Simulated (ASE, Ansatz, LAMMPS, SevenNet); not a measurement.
## fcc Au, elastic constant C12

Reference value: 170 GPa (measured, 0 K, extrapolated to 0 K; zero-point effects included; as tabulated in Malica and Corso (2021), arXiv:2109.00459).

```csv
level (code),value (GPa),cell (Å³/atom),difference (%)
EAM u3 (LAMMPS),159,16.98,-6.5
EMT (ASE),163,16.68,-4.1
MEAM library.meam-Au (LAMMPS),157,16.85,-7.6
SevenNet-l3i5,131,18.13,-23
LDA (Ansatz),184,16.58,+8.2
PBE (Ansatz),131,17.98,-23
PBEsol (Ansatz),164,17.02,-3.5
r²SCAN (Ansatz),144,17.55,-15.3
HSE06 (Ansatz),139,17.56,-18.2
```

Once the reference is moved by up to 3.3 % (a margin picked here for doubts on the reference and the settings, and for temperature and zero-point motion) and values within 1.7 % count as equal, the nearest can be PBEsol (-3.5 %), EMT (-4.1 %) or LDA (+8.2 %). By the same margin the farthest can be PBE (-23 %) or SevenNet-l3i5 (-23 %).

The measured value isn't corrected to a static lattice, so vibrations enter the comparison.  Density-functional levels without +SOC have no spin–orbit coupling. HSE06: hybrids on metals are sensitive to the k mesh. Each level is taken at its own relaxed cell. Cutoffs and k meshes differ between the levels. Ansatz's density-functional and Hartree–Fock values are scalar-relativistic unless marked +SOC, with PAW data made under PBE.

Empirical potentials (EAM u3, EMT, MEAM library.meam-Au) are fitted to chosen data: where that held the value shown, agreement is built in, and what lay outside the fit can be far off. Machine-learned potentials (SevenNet-l3i5) are trained on DFT data: a solid inside that data is no test of them.

Differences are worked out from the printed values.

Ansatz is a first-principles code.
